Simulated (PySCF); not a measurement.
methylamine (CH5N), SMILES NC. Atoms are numbered in the order given.

```xyz
7

C     -0.7012    -0.0177     0.0000
N      0.7452     0.1211     0.0000
H     -1.1131     0.4854     0.8777
H     -1.1131     0.4854    -0.8777
H     -1.0753    -1.0520     0.0000
H      1.1463    -0.3301     0.8120
H      1.1463    -0.3301    -0.8120
```
Charge 0, spin multiplicity 1.

The structure is a stationary point at PBE0-D3(BJ)/def2-TZVP.

Two levels are set side by side: PBE/pcSseg-2 (PySCF) and PBE0/pcSseg-2 (PySCF). GIAO shifts against NH3 (¹⁵N), TMS (¹H), TMS (¹³C) at the same level; non-relativistic, no solvent, atoms listed together averaged. Differences are taken from unrounded values.

```json
[
 {"quantity": "δ(¹³C) of C1 (ppm)", "PBE": "34.0"},
 {"quantity": "δ(¹⁵N) of N2 (ppm)", "PBE": "23.0"},
 {"quantity": "δ(¹H) of H6, H7 (ppm)", "PBE": "0.10"}
]
```

### Question
These are the PBE values. What does PBE0 give? (An estimate is asked for; the answer gives what the named calculation found.)

### Answer

| quantity | PBE0 | PBE minus PBE0 |
|---|---|---|
| δ(¹³C) of C1 (ppm) | 32.7 | 1.3 |
| δ(¹⁵N) of N2 (ppm) | 17.9 | 5.1 |
| δ(¹H) of H6, H7 (ppm) | 0.15 | -0.05 |

Rough cost on one machine, each run with all the roots and properties that it gave: PBE0 against PBE within a factor of 2.
